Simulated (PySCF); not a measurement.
Z-matrix (Å, degrees):
```
O
H 1 0.9731
```
Charge 0, spin multiplicity 2.

Problem. Give the dipole moment, highest occupied spin orbital and total energy at the level TPSSh-D3(BJ)/def2-TZVP // PBE0-D3(BJ)/def2-TZVP run with PySCF.

Solution. 
| Property | Value |
|---|---|
| dipole moment | 1.74 D |
| highest occupied spin orbital | -8.09 eV |
| total energy | -2061.68 eV |
